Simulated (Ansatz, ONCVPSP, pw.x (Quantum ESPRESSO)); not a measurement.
## From atom to crystal: ONCV potential for P

| Item | Value |
| --- | --- |
| Element | P |
| Generator | ONCVPSP 4.0.1.1 (patched build) |
| Type | optimised norm-conserving Vanderbilt (ONCV) |
| Functional | PBEsol |
| Relativity | scalar-relativistic |
| Frozen core | [Ne] |
| Valence charge | 5 |
| Reference configuration | 3s2 3p3 |
| Partial waves | 3s: rc 1.70 bohr, ncon 3, nbas 6, qcut 3.8 1/bohr, 1 projector; 3p: rc 1.60 bohr, ncon 4, nbas 9, qcut 5.2 1/bohr, 1 projector; d scattering state at 0.03 Ha: rc 1.35 bohr, ncon 4, nbas 8, qcut 8.1 1/bohr, 2 projectors, debl 1.9 Ha |
| Local potential | polynomial inside 1.00 bohr (lpopt 5, dvloc0 3 Ha) |
| Core correction | Teter function, fcfact 3.75, rcfact 1.25 |

Crystal test: fcc P in pw.x 7.5, no spin, 15³ k-points, Fermi–Dirac smearing 0.01 Ry, cutoffs 75/300 Ry. The reference is all-electron LAPW (Ansatz 0.2.0) with the same functional, mesh and smearing; V0 and B0 come from Birch–Murnaghan fits to the pressures at five volumes. Errors are pseudo minus all-electron; Δ is the rms difference of the E(V) curves that follow from these fits, minima aligned, over ±6 % about the mean V0. Mesh and smearing are coarse, so the numbers serve the comparison and aren't converged zero-temperature values; the lattice is a test structure that the element need not adopt.

| V (Å³/atom) | P all-electron (GPa) | P pseudo (GPa) |
| --- | --- | --- |
| 13.391 | 5.09 | 4.27 |
| 13.744 | 2.06 | 1.31 |
| 14.096 | -0.60 | -1.31 |
| 14.448 | -2.97 | -3.63 |
| 14.801 | -5.09 | -5.70 |

All-electron: a0 = 3.827 Å (V0 = 14.01 Å³/atom), B0 = 103.0 GPa.

Pseudopotential: mean pressure error (GPa): -0.71; a0 (Å): 3.818; a0 error (%): -0.23; B0 error (%): +0.6; Δ (meV/atom): 2.2.

At the middle volume, how do free energy and pressure move when the wave cutoff is lowered (ecutrho kept at four times it)?

```tsv
cutoff (Ry)	shift of F (meV/atom)	shift of P (GPa)
34	+43.8	-0.24
45	+28.2	-0.34
60	+5.5	-0.48
```

The run at the middle volume (120 k-points, 6 iterations) took about 20 s on one core of a shared host (Intel(R) Xeon(R) Platinum 8175M CPU @ 2.50GHz, 96 threads, 755 GiB, load 57).
